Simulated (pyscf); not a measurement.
`[SiH4]` + `[CH]#[CH]` -> `[CH2]=[CH][SiH3]` (addition across a multiple bond or ene-type step; singlet surface; H–Si broken, C–Si, C–H formed). PySCF, gas phase, ωB97X-D3(BJ)/def2-SVP geometries. Correlated levels are frozen-core, on RHF or UHF. ΔMP2 is the change of the MP2 total energy from the triple- to the quadruple-zeta basis. Energies in kcal/mol from the separated reactants.

```csv
level,barrier,reaction energy
PBE/def2-TZVP,[?],-46.9
B3LYP-D3(BJ)/def2-TZVP,47.7,-45.7
PBE0-D3(BJ)/def2-TZVP,43.4,-50.6
ωB97M-D3(BJ)/def2-TZVP,50.5,-45.5
CCSD/def2-TZVPP,55.6,-43.5
CCSD(T)/def2-TZVPP,52.4,-43.7
CCSD(T)/def2-TZVPP + ΔMP2(QZVPP),[?],[?]
```

What belongs in the gaps?


- PBE/def2-TZVP, barrier: 40.6
- CCSD(T)/def2-TZVPP + ΔMP2(QZVPP), barrier: 51.9
- CCSD(T)/def2-TZVPP + ΔMP2(QZVPP), reaction energy: -44.0

At the saddle there is also a short C–Si contact that neither side keeps. This is the saddle that the search found; another between the same sides may lie lower. The CCSD(T) − MP2 part came from Ansatz, without density fitting, on the same reference. The largest closed-shell T1 diagnostic is 0.030, which may signal static correlation.
